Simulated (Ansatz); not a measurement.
Steps of a relaxation of C4H6OS (`C=C(C)C(O)=S`) with RKS PBE-D4/def2-SVP.

```sh
$ ansatz run in.yaml --threads 4 --pin off --events-out ev --progress --plain --max-ram 10444MiB
```

```yaml
crystal:
  periodic: [false, false, false]
  atoms:
    - {symbol: C, position_ang: [-0.137600, -0.993500, -1.195300]}
    - {symbol: C, position_ang: [0.038300, -0.253300, -0.081300]}
    - {symbol: C, position_ang: [0.698400, -0.875600, 1.083600]}
    - {symbol: C, position_ang: [-0.310400, 1.177800, 0.024300]}
    - {symbol: O, position_ang: [-0.990500, 1.632900, -1.094200]}
    - {symbol: S, position_ang: [-0.243300, 2.279100, 1.264400]}
    - {symbol: H, position_ang: [0.147200, -1.983700, -1.296100]}
    - {symbol: H, position_ang: [-0.643900, -0.499300, -2.077700]}
    - {symbol: H, position_ang: [1.003300, -1.904900, 0.946600]}
    - {symbol: H, position_ang: [1.659900, -0.342500, 1.357600]}
    - {symbol: H, position_ang: [0.070400, -0.867200, 1.999200]}
    - {symbol: H, position_ang: [-1.214700, 2.575100, -0.897000]}
basis:
  gaussian: {orbitals: def2-SVP}
hamiltonian: {xc: pbe, dispersion: d4}
relax: {f_tol: 0.03, max_steps: 200}
```

Positions (Å) and forces (eV/Å) along the path, 7 of 7 steps:

```xyz
12
step=1 energy=-17107.3326 eV
C    -0.138   -0.994   -1.195   -1.789    3.547   -1.402
C     0.038   -0.253   -0.081    0.718   -0.122    0.425
C     0.698   -0.876    1.084    1.090    0.704    1.582
C    -0.310    1.178    0.024   -2.050    1.141   -1.368
O    -0.991    1.633   -1.094    0.664   -0.668    0.128
S    -0.243    2.279    1.264    0.717   -0.651    0.503
H     0.147   -1.984   -1.296    0.741   -2.504   -0.009
H    -0.644   -0.499   -2.078    0.471   -0.506    0.595
H     1.003   -1.905    0.947    0.011   -0.851   -0.477
H     1.660   -0.343    1.358   -0.665   -0.061   -0.072
H     0.070   -0.867    1.999   -0.035    0.235   -0.011
H    -1.215    2.575   -0.897    0.127   -0.263    0.106
12
step=2 energy=-17107.5544 eV
C    -0.168   -0.968   -1.218   -0.405    1.102   -0.514
C     0.048   -0.258   -0.083   -0.490   -0.294    0.574
C     0.724   -0.857    1.109    0.419    0.142    0.632
C    -0.462    1.125    0.057    0.879    1.469   -1.473
O    -0.969    1.622   -1.131   -0.090   -0.564    1.017
S    -0.155    2.205    1.300   -0.365   -0.788   -0.144
H     0.126   -2.004   -1.330    0.320   -0.570    0.024
H    -0.639   -0.468   -2.089    0.014   -0.252    0.249
H     1.031   -1.901    0.943   -0.011   -0.188   -0.170
H     1.640   -0.281    1.396   -0.277   -0.058   -0.134
H     0.076   -0.834    2.011   -0.034    0.069   -0.070
H    -1.176    2.564   -0.930    0.038   -0.066    0.010
12
step=3 energy=-17107.6770 eV
C    -0.165   -0.961   -1.226   -0.199    0.393   -0.203
C     0.054   -0.261   -0.084   -0.051    0.007    0.194
C     0.724   -0.856    1.119    0.265    0.004    0.313
C    -0.384    1.151    0.016   -0.341    0.936   -0.677
O    -0.980    1.625   -1.138    0.456   -0.440    0.995
S    -0.176    2.172    1.329   -0.080   -0.616   -0.528
H     0.144   -2.007   -1.339    0.066   -0.117    0.070
H    -0.666   -0.476   -2.080    0.065   -0.111    0.065
H     1.009   -1.912    0.952   -0.034   -0.015   -0.074
H     1.642   -0.287    1.391   -0.127   -0.035   -0.075
H     0.075   -0.805    2.019   -0.032    0.029   -0.084
H    -1.198    2.562   -0.925    0.012   -0.035    0.004
12
step=4 energy=-17107.6979 eV
C    -0.166   -0.959   -1.225   -0.169    0.389   -0.126
C     0.051   -0.254   -0.085   -0.001   -0.161    0.139
C     0.724   -0.852    1.119    0.183    0.036    0.197
C    -0.387    1.156    0.010   -0.174    0.476   -0.574
O    -0.977    1.624   -1.135    0.352   -0.461    0.706
S    -0.178    2.160    1.323   -0.053   -0.335   -0.253
H     0.145   -2.006   -1.329    0.060   -0.112    0.057
H    -0.666   -0.483   -2.085    0.055   -0.092    0.061
H     1.006   -1.908    0.946   -0.026   -0.015   -0.056
H     1.641   -0.283    1.388   -0.096   -0.026   -0.050
H     0.072   -0.801    2.016   -0.026    0.023   -0.051
H    -1.188    2.552   -0.908   -0.108    0.278   -0.050
12
step=5 energy=-17107.7145 eV
C    -0.168   -0.954   -1.226   -0.020    0.076   -0.006
C     0.052   -0.253   -0.084    0.052   -0.119    0.014
C     0.727   -0.849    1.121    0.009   -0.002    0.011
C    -0.380    1.160   -0.002   -0.094    0.054   -0.186
O    -0.975    1.622   -1.128    0.151   -0.139    0.268
S    -0.179    2.137    1.322    0.004   -0.025   -0.012
H     0.144   -2.006   -1.317    0.002    0.009    0.025
H    -0.662   -0.487   -2.089    0.003   -0.023   -0.004
H     1.000   -1.907    0.941   -0.008    0.014   -0.004
H     1.641   -0.280    1.385   -0.010   -0.002   -0.010
H     0.069   -0.792    2.013   -0.003    0.000   -0.011
H    -1.191    2.553   -0.901   -0.085    0.157   -0.084
12
step=6 energy=-17107.7168 eV
C    -0.170   -0.952   -1.226    0.010    0.037    0.034
C     0.055   -0.255   -0.083   -0.023    0.010   -0.035
C     0.727   -0.849    1.121    0.025   -0.025    0.033
C    -0.376    1.162    0.004   -0.036   -0.051   -0.129
O    -0.970    1.620   -1.118    0.043   -0.107    0.021
S    -0.171    2.128    1.331    0.000    0.055    0.045
H     0.141   -2.004   -1.317    0.004   -0.007    0.011
H    -0.664   -0.484   -2.088   -0.010   -0.004   -0.023
H     1.004   -1.906    0.943   -0.001    0.001   -0.008
H     1.639   -0.274    1.384   -0.017   -0.017    0.016
H     0.063   -0.794    2.008    0.025    0.002   -0.002
H    -1.201    2.553   -0.925   -0.019    0.105    0.036
12
step=7 energy=-17107.7175 eV
C    -0.168   -0.952   -1.225   -0.005   -0.003   -0.010
C     0.053   -0.253   -0.084    0.013   -0.013    0.016
C     0.727   -0.850    1.121   -0.007    0.005   -0.010
C    -0.379    1.162    0.000   -0.003    0.015    0.006
O    -0.971    1.622   -1.119    0.000   -0.004   -0.002
S    -0.173    2.132    1.329   -0.003   -0.002   -0.010
H     0.143   -2.005   -1.312    0.002    0.002    0.004
H    -0.663   -0.489   -2.091   -0.002    0.000   -0.007
H     1.003   -1.906    0.939   -0.001   -0.002   -0.001
H     1.639   -0.278    1.386    0.003   -0.002    0.006
H     0.066   -0.795    2.009    0.005   -0.003    0.004
H    -1.200    2.558   -0.919   -0.001    0.005    0.002
```

It took 7.5 s on 4 threads of an Intel Xeon Platinum 8488C on a shared host, with 0.18 GiB of host memory at the peak.
